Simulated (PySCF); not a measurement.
## Gas-phase XPS of `C=CC(=C)F`, computed

C4H5F.
Z-matrix (Å and degrees, GFN2-xTB geometry), rows numbered from 1:
```
C 
C   1  1.3281
C   2  1.4505  1  123.83
C   3  1.3279  2  126.42  1  -179.98
F   3  1.3545  2  114.87  1     0.07
H   1  1.0759  2  121.77  3   179.95
H   1  1.0774  2  121.39  3    -0.04
H   2  1.0804  1  121.52  3  -179.94
H   4  1.0731  3  120.81  2     0.03
H   4  1.0748  3  121.25  2   179.98
```

Theory: delta-SCF UKS SCAN, pcX-2 on the ionised atom, pcseg-1 elsewhere, spin-free X2C in PySCF. Each binding energy is the total energy of the core-ionised species, with the hole localised on one atom, minus that of the ground state; both are solved self-consistently, so orbital relaxation is included.

What binding energy does each computed site have?

```json
{"atom(s)": "C4", "environment": "terminal =CH2 carbon", "level": "C 1s", "binding energy (eV)": "290.14", "above the level's lowest (eV)": "0.00", "count": "1"}
{"atom(s)": "C1", "environment": "terminal =CH2 carbon", "level": "C 1s", "binding energy (eV)": "290.28", "above the level's lowest (eV)": "+0.14", "count": "1"}
{"atom(s)": "C2", "environment": "alkene CH carbon", "level": "C 1s", "binding energy (eV)": "291.08", "above the level's lowest (eV)": "+0.94", "count": "1"}
{"atom(s)": "C3", "environment": "vinylic C–F carbon", "level": "C 1s", "binding energy (eV)": "293.11", "above the level's lowest (eV)": "+2.97", "count": "1"}
{"atom(s)": "F5", "environment": "vinyl fluorine", "level": "F 1s", "binding energy (eV)": "692.92", "above the level's lowest (eV)": "0.00", "count": "1"}
```

The listed C 1s values span 2.97 eV, from C4 (bonded to C (double bond) and 2 H) to C3 (bonded to F, C (double bond) and C). The widest gap between neighbouring values is 2.03 eV, between 291.08 and 293.11 eV. Summing the Pauling electronegativity differences to the bonded atoms, each weighted by its formal bond order, gives -0.70 for the lowest site and +1.43 for the highest; no listed site has a larger sum than the highest.

Express the binding energy of C 1s of C1 in atomic units and per mole.

290.28 eV = 10.6676 Eh = 28008 kJ/mol.

The unrestricted hole states depart most from a pure doublet (⟨S²⟩ = 0.75; over 0.85 named) for C 1s of C2 (0.90) and C 1s of C3 (0.91), which makes these values less certain. Geometry: GFN2-xTB, one conformer, isolated molecule.

Time: 30 s wall. Hardware: an x86-64 server with one thread (shared host).
